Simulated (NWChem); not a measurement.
# dimethyl ether (C2H6O); SMILES COC

All runs: NWChem. Pople sets run with spherical d functions. Structure relaxed at the PBE0/def2-SVP level. B3LYP is NWChem's, with the RPA form of VWN correlation.

Question: Order these by “dipole (D)”, lowest first: B3LYP/STO-3G; B3LYP/aug-cc-pVTZ; B3LYP/3-21G; B3LYP/def2-SVPD.

Answer: B3LYP/STO-3G (1.07), B3LYP/aug-cc-pVTZ (1.17), B3LYP/def2-SVPD (1.24), B3LYP/3-21G (1.34)
